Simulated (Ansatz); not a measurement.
Mulliken charges of C2H2O2S, SMILES `S=C1OCO1` from ωB97M-V/def2-TZVPP in Ansatz (PBE0-D4/def2-TZVP geometry).

```json
{"atom": "S1", "x (Å)": "-1.142", "y (Å)": "-2.363", "z (Å)": "-0.009", "charge (e)": "-0.178"}
{"atom": "C2", "x (Å)": "-0.442", "y (Å)": "-0.932", "z (Å)": "-0.008", "charge (e)": "0.273"}
{"atom": "O3", "x (Å)": "-0.830", "y (Å)": "0.274", "z (Å)": "-0.501", "charge (e)": "-0.247"}
{"atom": "C4", "x (Å)": "0.401", "y (Å)": "0.792", "z (Å)": "-0.006", "charge (e)": "0.134"}
{"atom": "O5", "x (Å)": "0.747", "y (Å)": "-0.498", "z (Å)": "0.488", "charge (e)": "-0.247"}
{"atom": "H6", "x (Å)": "1.066", "y (Å)": "1.134", "z (Å)": "-0.800", "charge (e)": "0.132"}
{"atom": "H7", "x (Å)": "0.261", "y (Å)": "1.525", "z (Å)": "0.790", "charge (e)": "0.132"}
```

**Question.** By hand: the dipole of these point charges (1 e Å = 4.8032 D).

**Answer.** Σ q r = (0.332, 0.679, 0.001) e Å, of length 0.756 e Å = 3.63 D.

**Question.** How does the dipole of the full density compare? (An estimate is asked.)

**Answer.** Computed: (0.347, 0.709, 0.001) e Å, 3.79 D; the point charges give 0.96 times that, at 0° from its direction.

Point charges leave out the atoms' own dipoles, such as those of lone pairs, and Mulliken's split depends on the basis, so the close match here is no proof of good charges.
